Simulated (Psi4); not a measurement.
**PN (phosphorus nitride): B3LYP/pcseg-2 (sweep point 10)**

What is the energy change on altering one bond length of PN (phosphorus nitride) at B3LYP/pcseg-2 (sweep point 10)? 

The results are computed with Psi4 1.11.

## Step 1: The system as given

PN: 2 atoms, total charge 0, spin state singlet. As SMILES, `N#P`. The bond length is the measured one.

Bond lengths: N1–P2 1.491 Å.

## Step 2: The energy at B3LYP/pcseg-2 (sweep point 10)

calc.py

```python
import psi4

psi4.set_memory(1600000000)
psi4.set_num_threads(1)
psi4.set_output_file('np.out', False)

m = psi4.geometry("""
0 1
N      0.000000     0.000000     0.000000
P      0.000000     0.000000     1.490866
symmetry c1
""")

psi4.set_options({
    'basis': 'pcseg-2',
    'puream': True,
    'scf_type': 'pk',
    'dft_radial_points': 99,
    'dft_spherical_points': 590,
})

E = psi4.energy("B3LYP", molecule=m)
print(f'total energy {E:.8f} hartree = {E * 27.211386:.5f} eV')
for k, v in sorted(psi4.core.scalar_variables().items()):
    print(f'{k:45s} {v:18.10f}')
```

On the command line:

```console
python calc.py
```

np.out, cut to the lines that bear on the results:

```text
[...]
  Running in c1 symmetry.
[...]
  Nuclear repulsion =   37.269350243650337
[...]
  Multiplicity = 1
[...]
  Nalpha       = 11
  Nbeta        = 11
[...]
    Number of basis functions: 64
[...]
   @RKS iter   1:  -395.67535544660615   -3.84231e-02   1.51826e-02 ADIIS/DIIS
[...]
   @RKS iter   9:  -396.12261382078560   -2.06853e-09   3.10545e-07 DIIS
[...]
    Orbital Energies [Eh]
    ---------------------
    Doubly Occupied:
       1A    -77.083886     2A    -14.351263     3A     -6.592265
       4A     -4.752922     5A     -4.752922     6A     -4.747903
       7A     -0.855542     8A     -0.499102     9A     -0.339638
      10A     -0.339638    11A     -0.331352
[...]
  @RKS Final Energy:  -396.12261382078560
   => Energetics <=
    Nuclear Repulsion Energy =             37.2693502436503366
    One-Electron Energy =                -620.1811333515281603
    Two-Electron Energy =                 211.0439894418891811
    DFT Exchange-Correlation Energy =     -24.2548201547969775
    Empirical Dispersion Energy =           0.0000000000000000
    VV10 Nonlocal Energy =                  0.0000000000000000
    Total Energy =                       -396.1226138207856025
[...]
 Multipole Moments:
 ------------------------------------------------------------------------------------
     Multipole            Electronic (a.u.)      Nuclear  (a.u.)        Total (a.u.)
 ------------------------------------------------------------------------------------
 L = 1.  Multiply by 2.5417464519 to convert [e a0] to [Debye]
 Dipole X            :          0.0000000            0.0000000            0.0000000
 Dipole Y            :          0.0000000            0.0000000            0.0000000
 Dipole Z            :          1.5654231           -0.4240837            1.1413393
 Magnitude           :                                                    1.1413393
[...]
```

On the terminal:

```text
total energy -396.12261382 hartree = -10779.04535 eV
CURRENT ENERGY                                   -396.1226138208
CURRENT REFERENCE ENERGY                         -396.1226138208
DD SOLVATION ENERGY                                 0.0000000000
DFT FUNCTIONAL TOTAL ENERGY                      -396.1226138208
DFT TOTAL ENERGY                                 -396.1226138208
DFT VV10 ENERGY                                     0.0000000000
DFT XC ENERGY                                     -24.2548201548
GRID ELECTRONS ALPHA                               10.9999999995
GRID ELECTRONS BETA                                10.9999999995
GRID ELECTRONS TOTAL                               21.9999999990
NUCLEAR REPULSION ENERGY                           37.2693502437
ONE-ELECTRON ENERGY                              -620.1811333515
PCM POLARIZATION ENERGY                             0.0000000000
PE ENERGY                                           0.0000000000
SCF ITERATION ENERGY                             -396.1226138208
SCF ITERATIONS                                      9.0000000000
SCF TOTAL ENERGY                                 -396.1226138208
TWO-ELECTRON ENERGY                               211.0439894419
XC GRID RADIAL POINTS                              99.0000000000
XC GRID SPHERICAL POINTS                          590.0000000000
XC GRID TOTAL POINTS                           111409.0000000000
```

Run time: 5.4 s. Hardware: 1 thread of Intel Xeon Platinum 8259CL at 2.50GHz (Skylake/Cascade Lake), shared host; peak memory 0.45 GiB.

## Step 3: The distorted shape, same level

job.py

```python
import psi4

psi4.set_memory('1600 MB')
psi4.set_num_threads(1)
psi4.core.set_output_file('output.dat', False)

mol = psi4.geometry("""
0 1
N      0.000000     0.000000    -0.298134
P      0.000000     0.000000     1.490866
units angstrom
symmetry c1
""")

psi4.set_options({
    'basis': 'pcseg-2',
    'reference': 'rks',
    'puream': True,
    'scf_type': 'pk',
    'dft_radial_points': 99,
    'dft_spherical_points': 590,
})

e_tot = psi4.energy('B3LYP')
print(f'total energy {e_tot:.8f} hartree = {e_tot * 27.211386:.5f} eV')
```

On the command line:

```console
python job.py
```

output.dat, cut to the lines that bear on the results:

```text
[...]
  Running in c1 symmetry.
[...]
  Nuclear repulsion =   31.058472398183344
[...]
  Multiplicity = 1
[...]
  Nalpha       = 11
  Nbeta        = 11
[...]
    Number of basis functions: 64
[...]
   @RKS iter   1:  -395.52359530282138   -1.89668e-01   1.58434e-02 ADIIS/DIIS
[...]
   @RKS iter  10:  -396.05254761375937   -5.17770e-09   5.20969e-08 DIIS
[...]
    Orbital Energies [Eh]
    ---------------------
    Doubly Occupied:
       1A    -77.130180     2A    -14.405457     3A     -6.624962
       4A     -4.786227     5A     -4.786227     6A     -4.781876
       7A     -0.788650     8A     -0.540683     9A     -0.333766
      10A     -0.307109    11A     -0.307109
[...]
  @RKS Final Energy:  -396.05254761375937
   => Energetics <=
    Nuclear Repulsion Energy =             31.0584723981833442
    One-Electron Energy =                -607.4279497690037033
    Two-Electron Energy =                 204.4243693448156307
    DFT Exchange-Correlation Energy =     -24.1074395877545697
    Empirical Dispersion Energy =           0.0000000000000000
    VV10 Nonlocal Energy =                  0.0000000000000000
    Total Energy =                       -396.0525476137593159
[...]
 Multipole Moments:
 ------------------------------------------------------------------------------------
     Multipole            Electronic (a.u.)      Nuclear  (a.u.)        Total (a.u.)
 ------------------------------------------------------------------------------------
 L = 1.  Multiply by 2.5417464519 to convert [e a0] to [Debye]
 Dipole X            :          0.0000000            0.0000000            0.0000000
 Dipole Y            :         -0.0000000            0.0000000           -0.0000000
 Dipole Z            :          1.6065220           -0.5088893            1.0976326
 Magnitude           :                                                    1.0976326
[...]
```

On the terminal:

```text
total energy -396.05254761 hartree = -10777.13875 eV
```

Wall time 5.4 s (1 thread of Intel Xeon Platinum 8259CL at 2.50GHz (Skylake/Cascade Lake), shared host); peak memory 0.45 GiB.

## Step 4: Results

At B3LYP/pcseg-2 (sweep point 10):

| quantity | value |
| --- | --- |
| first shape: total energy | -396.12261 Eh |
| first shape: dipole moment | 2.90 D |
| first shape: HOMO energy | -9.02 eV |
| first shape: LUMO energy | -2.60 eV |
| first shape: HOMO–LUMO gap | 6.42 eV |
| distorted shape: total energy | -396.05255 Eh |
| distorted shape: dipole moment | 2.79 D |
| distorted shape: HOMO energy | -8.36 eV |
| distorted shape: LUMO energy | -3.71 eV |
| distorted shape: HOMO–LUMO gap | 4.64 eV |
| energy change with the N1–P2 bond stretched from 1.491 to 1.789 Å | 1.907 eV |

In words: With the N1–P2 bond stretched from 1.491 to 1.789 Å the energy rises by 1.91 eV (44 kcal/mol). The first shape isn't relaxed at this level, so the change isn't measured from a minimum.
